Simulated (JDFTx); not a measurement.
Input for JDFTx (a modified build) (trimethylamine, C3H9N (SMILES CN(C)C), charge 0, multiplicity 1; bohr and hartree).

```
lattice \
  21.7318504332 0.0000000000 0.0000000000 \
  0.0000000000 22.2042819644 0.0000000000 \
  0.0000000000 0.0000000000 17.4799666528
coords-type Cartesian
ion C -1.1262617058 -2.3656449503 -0.6248384404 0
ion N -0.1259624148 0.0423891906 -1.4496496036 0
ion C 2.4595730671 0.3801107218 -0.6248742044 0
ion C -1.7112643701 2.1124406080 -0.6249531920 0
ion H -1.2068512831 -2.5373487403 1.4496496036 0
ion H 0.0603985240 -3.8767921963 -1.3620054212 0
ion H -3.0282018405 -2.5987065523 -1.3760100127 0
ion H 2.6479935318 0.4011464859 1.4496455882 0
ion H 3.1765250864 2.1612449312 -1.3658202846 0
ion H 3.6122136515 -1.1526249599 -1.3718978194 0
ion H -1.8244389435 2.2646949513 1.4495676841 0
ion H -0.9590689036 3.8767921963 -1.3711601546 0
ion H -3.6122136515 1.8437244304 -1.3666833232 0
ion-species pseudo/c_lda_v1.2.upf
ion-species pseudo/n_lda_v1.2.upf
ion-species pseudo/h_lda_v1.4.upf
elec-cutoff 20 100
elec-ex-corr lda-PZ
symmetries none
coulomb-interaction Isolated
coulomb-truncation-embed 0 0 0
elec-n-bands 13
electronic-minimize nIterations 150 energyDiffThreshold 1e-7
dump-name s0.$VAR
dump End State Ecomponents EigStats BandEigs Forces ElecDensity IonicPositions
```

The main set-up lines of the log and the final energy components:

```
unit cell volume = 8434.79
Chosen fftbox size, S = [  100  100  80  ]
unit cell volume = 8434.79
Chosen fftbox size, S = [  90  96  72  ]
  'C' pseudopotential, 'SLA  PZ   NOGX NOGC' functional
  4 valence electrons, 2 orbitals, 4 projectors, 721 radial grid points, with lMax = 1
  'N' pseudopotential, 'SLA  PZ   NOGX NOGC' functional
  5 valence electrons, 2 orbitals, 4 projectors, 729 radial grid points, with lMax = 1
  'H' pseudopotential, 'SLA  PZ   NOGX NOGC' functional
  1 valence electrons, 1 orbitals, 2 projectors, 615 radial grid points, with lMax = 0
Initialized 3 species with 13 total atoms.
Folded 1 k-points by 1x1x1 to 1 k-points.
nElectrons:  26.000000   nBands: 13   nStates: 1
average nbasis = 35993.000 , ideal nbasis = 36034.046
unit cell volume = 67478.3
Chosen fftbox size, S = [  200  200  160  ]
[...]
# Energy components:
   Eewald =       81.8500898847611325
       EH =      105.8946798234644433
     Eloc =     -232.5809475653765617
      Enl =        3.7645234817849924
      Exc =      -11.1846450418234333
 Exc_core =        0.1716428240646672
       KE =       19.6899673392565511
-------------------------------------
     Etot =      -32.3946892538681936


	eMin: -0.846377 at state 0 ( [ +0.000000 +0.000000 +0.000000 ] spin 0 )
	HOMO: -0.181731 at state 0 ( [ +0.000000 +0.000000 +0.000000 ] spin 0 )
```

The run took 16 electronic cycles; the highest occupied level lies at -4.95 eV from the vacuum level.
